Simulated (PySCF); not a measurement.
Species: C3H5N.
SMILES: `C=CN=C`

Torsions of this conformer, `[CH2:1]=[CH:2][N:3]=[CH2:4]`: C1–C2–N3–C4 52°.

The closed-shell ground state was solved at several levels (PySCF, density fitting, gas phase, non-relativistic). Geometry: GFN2-xTB, one conformer, isolated molecule.

```
            level  basis functions  HOMO (eV)  LUMO (eV)  gap (eV)  dipole (D)
      B3LYP/pcJ-1              158      -6.58      -1.17      5.41        1.30
wB97X-D/def2-SVPD              120      -8.69       0.81      9.50        1.36
```

Question: What might PBE0/pcSseg-1 (93 basis functions) give for the same quantities?

Answer: HOMO -6.82 eV, LUMO -0.95 eV, gap 5.87 eV, dipole 1.36 D.

Question: Over all these levels, which gives the widest orbital gap and which the narrowest?

Answer: wB97X-D/def2-SVPD (range-separated hybrid) has the widest, 9.50 eV, and B3LYP/pcJ-1 (global hybrid, 20 % exact exchange) the narrowest, 5.41 eV. Functional and basis both differ between the two, so the spread mixes both effects.

Question: How far do the dipole and the HOMO energy spread over the levels?

Answer: The dipole runs from 1.30 to 1.36 D (mean 1.34 D) and the HOMO from -8.69 to -6.58 eV.
